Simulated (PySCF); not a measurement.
carbon tetrachloride cation (CCl4), SMILES ClC(Cl)(Cl)Cl (connectivity only; charge and spin as stated), charge +1, multiplicity 2. Atoms are numbered in the order given.

```xyz
5

Cl    -1.0405     1.0405    -0.9879
C      0.0000     0.0000     0.0000
Cl    -1.0405    -1.0405     0.9879
Cl     1.0405    -1.0405    -0.9879
Cl     1.0405     1.0405     0.9879
```
Charge +1, spin multiplicity 2.

Coordinates come from a B3LYP-D3(BJ)/def2-SVP optimisation. The spin state was assumed, not searched.

Level of theory: TDA-PBE/def2-SVPD (PySCF).

Vertical excitations; the highest root listed may be one member of a degenerate set. 

Question: Give excitation energies, oscillator strengths and character. (An estimate is asked for; the answer gives what the named calculation found.)

Answer: 
```
state    energy (eV)  λ (nm)      f                                       main pairs
-------  -----------  ------  -----  -----------------------------------------------
root 1          0.28    4388  0.001                     β HOMO→LUMO (degenerate set)
root 2          0.28    4386  0.001                   β HOMO−1→LUMO (degenerate set)
root 3          0.98    1266  0.000                              β HOMO−2→LUMO 100 %
root 4          1.52     818  0.000                              β HOMO−5→LUMO 100 %
root 5          1.75     709  0.034                   β HOMO−4→LUMO (degenerate set)
root 6          1.75     709  0.034                   β HOMO−3→LUMO (degenerate set)
root 7          2.60     477  0.061                               β HOMO−6→LUMO 94 %
root 8          5.05     246  0.000      α HOMO→LUMO, β HOMO→LUMO+1 (degenerate set)
root 9          5.05     246  0.000  α HOMO−1→LUMO, β HOMO−1→LUMO+1 (degenerate set)
root 10         5.13     242  0.000                               β HOMO−7→LUMO 99 %
```
Unrestricted roots are not spin-pure.
